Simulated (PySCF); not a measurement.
Compound: C5H6S.
Bonds: C1–C2, C2–C3 (aromatic), C3–C4 (aromatic), C4–S5 (aromatic), S5–C6 (aromatic), C2–C6 (aromatic). Hydrogens: H7, H8, H9 on C1; H10 on C3; H11 on C4; H12 on C6.

NICS is the negative of the GIAO shielding at a point without a nucleus: at the ring centre (0) and 1 Å above and below it (1); zz is the component along the ring normal. Level: GIAO B97-2/pcSseg-2 (PySCF, non-relativistic, gas phase) on the PBE0-D3(BJ)/def2-TZVP geometry, one conformer.

Ring bond lengths (Å): C2–C3 1.423, C3–C4 1.362, C4–S5 1.705, S5–C6 1.707, C6–C2 1.366.

Q: What do the NICS probes read (ppm)?

A: 
```json
{"ring": "C2–C3–C4–S5–C6", "type": "5-membered ring with S; formal bonds all aromatic", "NICS(0)": "-12.6", "NICS(1), two faces": "-9.9 / -9.8", "NICS(1)zz, two faces": "-27.9 / -27.6", "rms pucker (Å)": "0.00", "centre to ring atoms, mean (Å)": "1.28"}
```

Q: What do they say, and how far can they be read as aromaticity?

A: 
- C2–C3–C4–S5–C6: mean NICS(1)zz -27.8 ppm, shielded, aromatic by this magnetic criterion (flat ring, no four-coordinate atom).

Q: What does the geometric index give? Use HOMA with the parameters of Krygowski (1993).

A: 
- C2–C3–C4–S5–C6: HOMA 0.84; the largest term is that of C2–C3, α(R − Ropt)² = 0.32. The geometric and the magnetic index point the same way.

Q: At the second NICS(1) probe listed for ring C2–C3–C4–S5–C6, 1 Å off the ring, how large is the induced field along the normal in 7.05 T applied along it?

A: NICSzz × B0 = -27.6 ppm × 7.05 T = -195 μT, against the applied field.

Q: How shielded are the nuclei of the rings and their hydrogens (means over atoms taken as equivalent)?

A: 
```tsv
atoms	environment	σ isotropic (ppm)	principal values of the symmetric part, first atom (ppm)
C2	substituted aromatic carbon	40.0	-40.3, 16.3, 144.0
C3	aromatic CH carbon	50.6	-32.2, 40.7, 143.4
C4	aromatic CH next to a ring sulfur	51.8	-40.2, 51.2, 144.5
S5	thiophene-type sulfur	281.9	164.4, 292.9, 388.4
C6	aromatic CH next to a ring sulfur	57.0	-28.3, 64.1, 135.1
H10	aromatic hydrogen	24.44	21.6, 24.3, 27.4
H11	aromatic hydrogen	24.31	21.6, 24.6, 26.7
H12	aromatic hydrogen	24.67	21.7, 25.1, 27.3
```

Q: How do the values depend on the level or the medium?

A: 
```csv
level,"NICS(0), C2–C3–C4–S5–C6","mean NICS(1)zz, C2–C3–C4–S5–C6"
"B97-2/pcSseg-2, gas",-12.6,-27.8
"KT3/pcSseg-2, gas",-13.0,-27.7
"PBE0/pcSseg-2, gas",-12.5,-27.9
"wB97X-D/pcSseg-2, gas",-12.1,-27.6
"WP04/pcSseg-2, IEF-PCM chloroform",-12.5,-26.3
"wB97X-D/pcSseg-2, IEF-PCM chloroform",-11.8,-27.5
```

The geometry is the same throughout; the continuum's cavity takes Bondi-type radii × 1.2.
